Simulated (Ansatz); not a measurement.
Results of r²SCAN-D4 in Ansatz (plane waves, PAW) for solid chlorine.

Q: Predict the lattice energy and volume per molecule.

A: 
- lattice energy: 34 kJ/mol
- volume per molecule: 53.19 Å³

Static lattice: no zero-point or thermal effects.

The result took very roughly 21 core-seconds.

Ansatz is a program for electronic structure.
